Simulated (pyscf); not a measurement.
O=V(F)(F)–F (SMILES [O]=[V]([F])([F])[F]) + H₂O (SMILES O) → O=V(OH)(F)–F (SMILES [O]=[V]([OH])([F])[F]) + HF (SMILES F) (four-centre exchange; singlet surface; F–V, H–O broken, O–V, F–H formed). PySCF, gas phase, ωB97X-D3(BJ)/def2-SVP geometries. Energies in eV from the separated reactants.

```json
[
 {"level": "ωB97X-D3(BJ)/def2-TZVP", "barrier": "…", "reaction energy": "+0.16"},
 {"level": "PBE/def2-TZVP", "barrier": "0.35", "reaction energy": "+0.20"},
 {"level": "r²SCAN/def2-TZVP", "barrier": "…", "reaction energy": "…"},
 {"level": "B3LYP-D3(BJ)/def2-TZVP", "barrier": "0.40", "reaction energy": "+0.15"},
 {"level": "M06-2X/def2-TZVP", "barrier": "0.22", "reaction energy": "+0.07"},
 {"level": "ωB97M-D3(BJ)/def2-TZVP", "barrier": "0.42", "reaction energy": "+0.16"}
]
```

**Question.** Complete the blanks.

**Answer.** 
- ωB97X-D3(BJ)/def2-TZVP, barrier: 0.39
- r²SCAN/def2-TZVP, barrier: 0.28
- r²SCAN/def2-TZVP, reaction energy: +0.19

The functionals in the table span 0.20 eV in this barrier, from M06-2X to ωB97M-D3(BJ). On the reactant side the descent ends in an adduct with a O–V contact, 0.49 eV under the separated species and 0.88 eV under the saddle at ωB97X-D3(BJ)/def2-TZVP. On the product side the descent ends in a complex (not fully relaxed), 0.21 eV under the separated species and 0.45 eV under the saddle at ωB97X-D3(BJ)/def2-TZVP. What is counted as formed (O–V) is already present as a longer contact in the reactant adduct; forming that adduct is a step of its own. One saddle was located; it need not be the lowest between these sides.
